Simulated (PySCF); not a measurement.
Molecule: C3H3 (charge -1, singlet). It need not be the lowest isomer of its formula. Whether it binds its extra electron was not tested at this geometry. SMILES: C1=C[CH-]1
Geometry from a B3LYP-D3(BJ)/def2-TZVP (Ansatz) optimisation:
```
C
C 1 1.2918
H 2 1.0857 1 143.25
H 1 1.0857 2 143.25 3 0.00
C 1 1.5845 4 146.70 2 -142.93
H 5 1.1216 1 105.80 4 -106.01
```
Charge -1, spin multiplicity 1.

Dispersion corrections to the total energy (kcal/mol) from the dftd3 and dftd4 libraries through PySCF: D3(BJ) without and D4 with the three-body term, each with the damping fitted for the functional named.

```
functional  D3(BJ)     D4
----------  ------  -----
LC-wPBE          ?  -2.59
HF          -18.98  -9.97
BHLYP        -2.51  -2.56
BLYP         -4.04  -5.48
PW6B95       -0.83      ?
B2PLYP       -1.46  -1.62
PBE0         -1.57      ?
```

Fill in the missing entries.


- LC-wPBE, D3(BJ): -1.66
- PW6B95, D4: -2.15
- PBE0, D4: -1.92
